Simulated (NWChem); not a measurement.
# Total energies of CH2

```
C
H 1 1.1231
H 1 1.1231 2 100.29
```
Charge 0, spin multiplicity 1.

Program: NWChem. Structure: optimised with B3LYP/def2-SVP, a minimum by its harmonic frequencies.

Basis set: 3-21G (13 functions).

| method | total energy (Ha) |
|---|---|
| RHF | -38.65100 |
| MP2 | -38.71685 |
| B2PLYP | -38.84189 |
| PBE | -38.83742 |
| B3LYP | -38.90808 |
| PBE0 | -38.84636 |
| CCSD(T) | -38.74038 |

Total energies of different functionals aren't comparable as a measure of quality: only differences taken within one method are. 

The correlated methods keep 1 core orbital frozen. B3LYP has NWChem's definition, with VWN1-RPA local correlation. The structure started from a generated list of species. No row is a measurement; the coupled-cluster row has its own basis-set and correlation limits.
